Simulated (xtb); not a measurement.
C₂H₈N, charge +2, doublet, at a GFN2-xTB geometry of the parent state (a state made from the parent by changing its charge; the spin is typed, not shown lowest); GFN1-xTB in xtb 6.7.1.

The xtb input:
```
$ xtb mol.xyz --gfn 1 --chrg 2 --uhf 1 --json

# file mol.xyz
11

C     -0.02333821    -0.27178422     1.23058526
N      0.03459018     0.54534707     0.00080941
C     -0.01095720    -0.26891545    -1.23138777
H      0.81917921    -0.96023702     1.25829085
H      0.01259112     0.36354745     2.11314052
H     -0.94632669    -0.84824181     1.24954279
H      0.89993071     1.10048027     0.00580798
H      0.83180433    -0.95731169    -1.25222260
H      0.03383921     0.36847078    -2.11205406
H     -0.93370156    -0.84531649    -1.26097066
H     -0.75367517     1.20537707    -0.00238562
```

It wrote (shortened):

```
   ID    Z sym.   atoms
    1    6 C      1, 3
    2    7 N      2
    3    1 H      4-11

           -------------------------------------------------
          |                Calculation Setup                |
           -------------------------------------------------

           -------------------------------------------------
          |                 G F N 1 - x T B                 |
           -------------------------------------------------

          ...................................................
          :                      SETUP                      :
          :.................................................:
          :  # basis functions                  28          :
          :  # atomic orbitals                  28          :
          :  # shells                           22          :
          :  # electrons                        19          :
          :  # halogen bonds                     0          :
          :  max. iterations                   250          :
          :  Hamiltonian                  GFN1-xTB          :
          :  restarted?                      false          :
          :  GBSA solvation                  false          :
          :  PC potential                    false          :
          :  electronic temp.          300.0000000     K    :
          :  accuracy                    1.0000000          :
          :  -> integral cutoff          0.2500000E+02      :
          :  -> integral neglect         0.1000000E-07      :
          :  -> SCF convergence          0.1000000E-05 Eh   :
          :  -> wf. convergence          0.2000000E-04 e    :
          :  Broyden damping             0.4000000          :
          :  net charge                          2          :
          :  unpaired electrons                  1          :
          ...................................................

 iter      E             dE          RMSdq      gap      omega  full diag
   1    -10.5196056 -0.105196E+02  0.633E+00    9.94       0.0  T
   2    -10.5833013 -0.636956E-01  0.352E+00    9.92       1.0  T
   3    -10.5844764 -0.117509E-02  0.174E+00   10.34       1.0  T
   4    -10.5887438 -0.426741E-02  0.201E-01   10.28       1.0  T
   5    -10.5888287 -0.848902E-04  0.249E-02   10.26       1.2  T
   6    -10.5888321 -0.342188E-05  0.247E-03   10.25      12.2  T
   7    -10.5888321 -0.143352E-07  0.190E-03   10.25      15.9  T
   8    -10.5888321 -0.875160E-08  0.149E-03   10.25      20.2  T
   9    -10.5888321 -0.270865E-07  0.284E-04   10.25     106.1  T
  10    -10.5888321 -0.633360E-09  0.146E-04   10.25     205.8  T
  11    -10.5888321 -0.203457E-09  0.532E-06   10.25    5672.4  T

   *** convergence criteria satisfied after 11 iterations ***

         :::::::::::::::::::::::::::::::::::::::::::::::::::::
         ::                     SUMMARY                     ::
         :::::::::::::::::::::::::::::::::::::::::::::::::::::
         :: total energy             -10.441986061802 Eh    ::
         :: gradient norm              0.040668594345 Eh/a0 ::
         :: HOMO-LUMO gap             10.251704942693 eV    ::
         ::.................................................::
         :: SCC energy               -10.588832137808 Eh    ::
         :: -> electrostatic           0.467704546105 Eh    ::
         :: repulsion energy           0.149434859776 Eh    ::
         :: dispersion energy         -0.002588783769 Eh    ::
         :: halogen bond corr.         0.000000000000 Eh    ::
         :: add. restraining           0.000000000000 Eh    ::
         :: total charge               2.000000000146 e     ::
         :::::::::::::::::::::::::::::::::::::::::::::::::::::

           -------------------------------------------------
          |                Property Printout                |
           -------------------------------------------------

    * Orbital Energies and Occupations

         #    Occupation            Energy/Eh            Energy/eV
      -------------------------------------------------------------
         1        2.0000           -1.3100230             -35.6475
         2        2.0000           -1.1331379             -30.8343
         3        2.0000           -1.1201215             -30.4801
         4        2.0000           -1.0991551             -29.9095
         5        2.0000           -1.0558133             -28.7301
         6        2.0000           -1.0384105             -28.2566
         7        2.0000           -0.9864338             -26.8422
         8        1.9996           -0.9806368             -26.6845
         9        1.5716           -0.9734591             -26.4892
        10        1.4288           -0.9729126             -26.4743 (HOMO)
        11                         -0.5961694             -16.2226 (LUMO)
        12                         -0.5810674             -15.8116
        13                         -0.5803822             -15.7930
        14                         -0.5576090             -15.1733
        15                         -0.5104363             -13.8897
        16                         -0.5068068             -13.7909
        17                         -0.4938704             -13.4389
        18                         -0.4917263             -13.3806
        19                         -0.4643489             -12.6356
        20                         -0.4474889             -12.1768
        21                         -0.2898179              -7.8863
       ...                                ...                  ...
        28                          0.0173992               0.4735
      -------------------------------------------------------------
                  HL-Gap            0.3767432 Eh           10.2517 eV
             Fermi-level           -0.8788630 Eh          -23.9151 eV

  Mulliken/CM5 charges         n(s)   n(p)   n(d)
     1C     0.09012 -0.01118   1.063  2.847  0.000
     2N    -0.15869 -0.68770   1.479  3.680  0.000
     3C     0.09012 -0.01118   1.063  2.847  0.000
     4H     0.20400  0.26482   0.796  0.000  0.000
     5H     0.22686  0.28680   0.773  0.000  0.000
     6H     0.20400  0.26482   0.796  0.000  0.000
     7H     0.35435  0.53858   0.646  0.000  0.000
     8H     0.20400  0.26482   0.796  0.000  0.000
     9H     0.22686  0.28680   0.773  0.000  0.000
    10H     0.20400  0.26482   0.796  0.000  0.000
    11H     0.35435  0.53858   0.646  0.000  0.000

Wiberg/Mayer (AO) data.
largest (>0.10) Wiberg bond orders for each atom

 ---------------------------------------------------------------------------
     #   Z sym  total        # sym  WBO       # sym  WBO       # sym  WBO
 ---------------------------------------------------------------------------
     1   6 C    3.624 --     2 N    0.946     4 H    0.854     6 H    0.854
                             5 H    0.831
     2   7 N    3.547 --     1 C    0.946     3 C    0.946    11 H    0.827
                             7 H    0.827
     3   6 C    3.624 --     2 N    0.946    10 H    0.854     8 H    0.854
                             9 H    0.831
     4   1 H    0.894 --     1 C    0.854
     5   1 H    0.860 --     1 C    0.831
     6   1 H    0.894 --     1 C    0.854
     7   1 H    0.854 --     2 N    0.827
     8   1 H    0.894 --     3 C    0.854
     9   1 H    0.860 --     3 C    0.831
    10   1 H    0.894 --     3 C    0.854
    11   1 H    0.854 --     2 N    0.827
 ---------------------------------------------------------------------------

Topologies differ in total number of bonds
Writing topology from bond orders to xtbtopo.mol

 dipole moment from electron density (au)
     X       Y       Z
   0.0310   0.4884   0.0007  total (Debye):    1.244

           -------------------------------------------------
          | TOTAL ENERGY              -10.441986061802 Eh   |
          | GRADIENT NORM               0.040668594345 Eh/α |
          | HOMO-LUMO GAP              10.251704942693 eV   |
           -------------------------------------------------

normal termination of xtb
```
